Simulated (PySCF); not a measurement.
Compound: C4H5Cl.
Geometry (PBE0-D3(BJ)/def2-SVP, Å), atoms numbered from 1 in this order:
```
atom  x, y, z in Å
C1    -1.2597   -0.1087    0.3432
C2    -0.0280   -0.0608   -0.5300
C3     1.1290    0.8883   -0.2414
C4     1.3265   -0.3716   -0.0083
Cl5    2.3486   -1.6018    0.5338
H6    -1.0142    0.1343    1.3886
H7    -2.0207    0.6083   -0.0051
H8    -1.7196   -1.1101    0.3248
H9    -0.2348   -0.3000   -1.5883
H10    1.4602    1.9226   -0.2489
```

Computed at PBE0/pcSseg-1 (PySCF, non-relativistic), with Q(35Cl) = −0.0817 b: Cl5, 35Cl (I = 3/2): χzz = -76.36 MHz, η = 0.144.

(1) Find the zero-field quadrupole resonance frequencies of 35Cl at Cl5.

(2) Apply the simplest Townes–Dailey estimate (no s hybridisation, no π bonding), ionic character = 1 − χzz/χ0, where χ0 is the coupling for one missing p electron along the bond: −109.74 MHz for 35Cl.

Results:

(1) From ν = (|χ|/2)√(1 + η²/3): ν = 38.31 MHz (vinyl chlorine). For 37Cl the ratio of quadrupole moments, 0.7881, gives 30.19 MHz.

(2) Cl5 on C4: 1 − (-76.36)/(-109.74) = 0.30. In this model a purely covalent bond gives χ0 and a free halide ion gives zero; s hybridisation or π bonding, where present, is counted here as ionic character.

In a crystal, neighbours and librations shift these lines. Geometry: PBE0-D3(BJ)/def2-SVP; no solvent, vibrations or thermal averaging. With so small a basis the couplings can be 20 % off.

These values come from a run that also computed NMR shieldings. On one thread, x86-64 server, no GPU, shared host, this took 5.9 s.
